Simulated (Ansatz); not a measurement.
# Structure relaxation of Hf

Computed with DFT r2SCAN, scalar-relativistic, plane waves, PAW in Ansatz 0.2.0. Cutoff 500 eV, Γ-centred k mesh, Gaussian smearing, no spin polarisation in the final step.

The start puts Hf on the black phosphorus structure type (Cmce, No. 64), at a guessed volume.

```
CELL_PARAMETERS angstrom
1.77014 -5.61525 0.00000
1.77014 5.61525 0.00000
0.00000 0.00000 4.68472
ATOMIC_POSITIONS crystal
Hf 0.09800 0.90200 0.91000
Hf 0.59800 0.40200 0.59000
Hf 0.90200 0.09800 0.09000
Hf 0.40200 0.59800 0.41000
```

Cell and atoms relax at zero pressure; the relaxation can't lower the symmetry of the start. After a coarse first stage the cell is made exact in the group found at 0.06 Å.

Energies count from the standard state of Hf at the same level.

(1) Describe the relaxed structure.

(2) What are its volume, energy, density and gap?

## Answers

(1) It ends in Fmmm (No. 69). Conventional cell: a = 3.210 Å, b = 5.331 Å, c = 10.641 Å. Hf has 3 Hf at 2.90–2.91 Å, 6 Hf at 3.11–3.21 Å and 2 Hf at 3.60 Å.

Space group Fmmm (No. 69). a = 3.210 Å, b = 5.331 Å, c = 10.641 Å, α = 90.00°, β = 90.00°, γ = 90.00°
```
atom site symmetry x y z
  Hf    8i mm2  0.5000  0.0000  0.3639
```

(2) The volume per atom is 22.76 Å³, the density is 13.02 g/cm³ and the energy over the standard structure is 0.28 eV/atom. The gap on the 20×20×20 mesh is 0 eV (a metal).

The final run used a 20×20×20 mesh on its 2-atom cell and 0.10 eV smearing. The k mesh leaves about 4 meV/atom of noise in metals. Spin–orbit coupling is left out. A structure relaxed within its symmetry needn't be a true minimum.